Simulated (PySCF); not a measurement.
Simulated absorption spectrum

C4H11P2 (charge +1).
SMILES with atom numbers: `[CH2:1]=[CH:2][CH2:3][P@H+:4]([CH3:5])[PH2:6]` (hydrogens: H7, H8 on C1; H9 on C2; H10, H11 on C3; H12 on P4; H13, H14, H15 on C5; H16, H17 on P6)

Structure used (GFN2-xTB), in Å, numbered top down from 1:
```xyz
17
C4H11P2 angstrom
C     -2.6989   -0.1807    0.2612
C     -1.7120    0.6750    0.0716
C     -0.4638    0.7052    0.9072
P      0.9739    0.2320   -0.1186
C      0.7019   -1.4529   -0.7209
P      2.8176    0.3343    1.0138
H     -2.6716   -0.9253    1.0397
H     -3.5888   -0.1536   -0.3423
H     -1.7714    1.4261   -0.7049
H     -0.2896    1.7082    1.3106
H     -0.5251    0.0002    1.7427
H      0.8905    1.0372   -1.2463
H      1.4357   -1.7070   -1.4857
H     -0.3025   -1.5347   -1.1384
H      0.8047   -2.1492    0.1132
H      2.7969    1.7353    1.0160
H      3.5954    0.2616   -0.1491
```

Computed, not measured: TDDFT CAM-B3LYP/def2-SVPD, vertical, gas phase, core orbitals frozen in the response (PySCF 2.14.0, density-fitted response routines).

Computed states:

| state | E (eV) | f |
| --- | --- | --- |
| S1 | 6.58 | 0.172 |
| S2 | 6.83 | 0.140 |
| S3 | 7.16 | 0.210 |
| S4 | 7.39 | 0.032 |
| S5 | 7.50 | 0.015 |
| S6 | 7.89 | 0.045 |
| S7 | 7.93 | 0.025 |
| S8 | 7.94 | 0.013 |

Broadening: Gaussians 0.25 eV wide at half height, area fixed by f = 4.319×10⁻⁹ ∫ε dν̃. The cross-section is σ = 3.8235×10⁻²¹ ε cm², given in Mb (10⁻¹⁸ cm²). The width is an assumption, not a result. The curve ends short of the highest state used, and states not computed would add to its high-energy end.

Question: What does the envelope look like, and where are its maxima?

Answer: 
```
E (eV)  σ (Mb)
  6.20    0.13
  6.25    0.61
  6.30    2.35
  6.35    7.18
  6.40   17.62
  6.45   34.67
  6.50   54.89
  6.55   70.49
  6.60   75.19
  6.65   70.64
  6.70   64.97
  6.75   63.76
  6.80   64.30
  6.85   60.14
  6.89   52.33
  6.94   42.33
  6.99   40.82
  7.04   52.38
  7.09   71.73
  7.14   86.40
  7.19   86.12
  7.24   71.14
  7.29   50.87
  7.34   34.64
```

Maxima: 188 nm (6.60 eV), ε about 20000, made up of S1 (93%); 183 nm (6.79 eV), ε about 17000, made up of S1 (15%) and S2 (85%) (hardly more than a shoulder); 173 nm (7.16 eV), ε about 23000, made up of S3 (98%) (ε in L mol⁻¹ cm⁻¹; maxima over ε = 5, shares over 10%).

Question: Coming from long wavelengths, where does ε first pass 100 L mol⁻¹ cm⁻¹?

Answer: At about 199 nm (6.23 eV), 0.34 eV below S1.

Question: On this curve, what absorbance would a 10⁻⁴ mol/L sample give at 193 nm over a 1 cm path?

Answer: 193 nm is 6.424 eV, where ε is about 6600 L mol⁻¹ cm⁻¹, so A = ε c l ≈ 0.66 (Beer–Lambert, with the gas-phase spectrum and the assumed width).

Question: What would ε be at 7.16 eV, the highest of these maxima, with half the width (0.125 eV)?

Answer: About 45400 L mol⁻¹ cm⁻¹ against 23100, a factor of about 1.96; a lone state at its own centre would give exactly 2.

Hardware: an Arm Neoverse V2 with one thread (shared host). Cost: 45 s wall.

One conformer stands for the species.
